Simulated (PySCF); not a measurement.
# S: electron affinity

S- [Ne] 3s2 3p5 (2P) → S [Ne] 3s2 3p4 (3P), as a difference of total energies. All numbers are calculated (PySCF 2.14, the non-relativistic Hamiltonian (point nucleus), in aug-cc-pwCVDZ). Correlated levels: nothing frozen. The calculations carry no spin-orbit coupling.

```json
{"method": "UHF", "electron affinity (eV)": "0.915"}
{"method": "MP2 (all electrons)", "electron affinity (eV)": "1.798"}
{"method": "SCS-MP2 (all electrons)", "electron affinity (eV)": "1.776"}
{"method": "CCSD (all electrons)", "electron affinity (eV)": "1.719"}
{"method": "CCSD(T) (all electrons)", "electron affinity (eV)": "1.778"}
```

**Question.** How much does correlation contribute at CCSD(T) (all electrons)?

**Answer.** 1.778 − (0.915) = 0.863 eV, measured against UHF.

Errors of the correlated levels include the incompleteness of this basis.

For comparison: 2.077 eV (measured; photodetachment measurements, as compiled on the Wikipedia data page of electron affinities).
